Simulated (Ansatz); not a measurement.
# Al₂H₄ (singlet): from Hartree-Fock to the top rungs at distance Al1–Al2 = 7.229 Å, cc-pVTZ

An exercise on one series of results from a longer session: the logs are not shown, and one member is left open.

The runs use Ansatz 0.2.0, Gaussian basis; cc-pVTZ, core rule «outside noble gas», up to 10 orbitals frozen.

To be run: UHF; CCSD(T) on RHF; CCSD(T) on UHF; BCCD(T) on RHF; CCSDT(Q) on RHF; CCSDT(Q) on UHF.

## The system

The geometry derives from a PBE0/def2-TZVP stationary point (not a proven minimum). One bond is set to the value named and the two fragments are kept rigid.

6 atoms, charge 0, spin multiplicity 1.

Atoms are counted from 1 here; the program's logs count them from 0.

Bond lengths: Al1–H3 1.595 Å, Al1–H4 1.595 Å, Al2–H5 1.595 Å, Al2–H6 1.595 Å. Angles: H3–Al1–H4 116.1°, H5–Al2–H6 116.1°.

The first run:

in.yaml reads:

```yaml
crystal:
  periodic: [false, false, false]
  atoms:
    - {symbol: Al, position_ang: [0.000000, 0.000000, 3.614500]}
    - {symbol: Al, position_ang: [0.000000, 0.000000, -3.614500]}
    - {symbol: H, position_ang: [0.000000, 1.353331, 4.458315]}
    - {symbol: H, position_ang: [0.000000, -1.353331, 4.458315]}
    - {symbol: H, position_ang: [0.000000, 1.353331, -4.458315]}
    - {symbol: H, position_ang: [0.000000, -1.353331, -4.458315]}
basis:
  gaussian: {orbitals: cc-pVTZ}
magnetization: {spin_polarized: true, initial_magnetization: 0}
hamiltonian: {xc: hf}
output: {orbitals: {seedname: orbitals}}
```

Command:

```console
$ ansatz run in.yaml --threads 1 --pin off --events-out ev --progress --plain --max-ram 2816MiB --backend cpu
```

Steps of the session up to this table: UHF; CCSD(T) on RHF; CCSD(T) on UHF; BCCD(T) on RHF; CCSDT(Q) on RHF; CCSDT(Q) on UHF.

One of the session's tables, all rows but one given; the rest of the session is left out.

| method | from UCCSDT(Q) (meV) |
| --- | --- |
| RHF | +8107.5 |
| UHF | +4840.4 |
| RMP2 | +1947.6 |
| UMP2 | ? |
| RCCSD | +634.3 |
| UCCSD | +111.5 |
| RCCSD(T) | -127.4 |
| UCCSD(T) | +28.8 |
| BCCD(T) | -110.0 |
| RCCSDT | +38.1 |
| UCCSDT | +1.4 |
| RCCSDT(Q) | -18.7 |
| UCCSDT(Q) | 0 |

Q: Estimate the row for UMP2 from the others.

The run gave: from UCCSDT(Q) (meV): +1140.2. In the column «from UCCSDT(Q) (meV)» it lies between RCCSD (+634.3) and RMP2 (+1947.6).

The program flags RCCSD(T), BCCD(T), RCCSDT(Q) as in doubt (see the logs), so those rows may rest on another solution.

Limits of these values: The determinant of HF (⟨S²⟩ 1.01) is far from a pure spin state, so its energy mixes those of several spin states; that is harmless only where they are near-degenerate. The report flags that the cluster equations may have other roots. The determinant of CCSD(T) (⟨S²⟩ 1.01) is far from a pure spin state, so its energy mixes those of several spin states; high orders of coupled cluster remove much of that, low ones don't. The determinant of CCSDT(Q) (⟨S²⟩ 1.01) is far from a pure spin state, so its energy mixes those of several spin states; high orders of coupled cluster remove much of that, low ones don't. The program flags RCCSD(T), BCCD(T), RCCSDT(Q) as in doubt, so those rows may rest on another solution. Restricted and unrestricted rows rest on different reference determinants; a gap between their highest levels can come from leftover correlation error, from unlike frozen cores or from another state.
